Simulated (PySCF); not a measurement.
# How methods differ on the ionisation energy of He

He 1s2 (1S) → He⁺ 1s1 (2S), as a difference of total energies. Calculation: PySCF 2.14, in cc-pVTZ; no relativity, point nucleus. Correlated levels: valence: nothing frozen. The calculations carry no spin-orbit coupling.

```json
{"method": "UHF", "ionisation energy (eV)": "23.463", "error (eV)": "-1.124"}
{"method": "r2SCAN", "ionisation energy (eV)": "24.625", "error (eV)": "+0.038"}
{"method": "M06-2X", "ionisation energy (eV)": "24.692", "error (eV)": "+0.105"}
{"method": "MP2 (valence)", "ionisation energy (eV)": "24.364", "error (eV)": "-0.223"}
{"method": "SCS-MP2 (valence)", "ionisation energy (eV)": "24.545", "error (eV)": "-0.042"}
{"method": "CCSD (valence)", "ionisation energy (eV)": "24.526", "error (eV)": "-0.061"}
```

Reference: 24.587 eV (measured; NIST Atomic Spectra Database, ionization energies).

Errors of the correlated levels include the incompleteness of this basis.

With two correlated electrons CCSD is exact in that space.
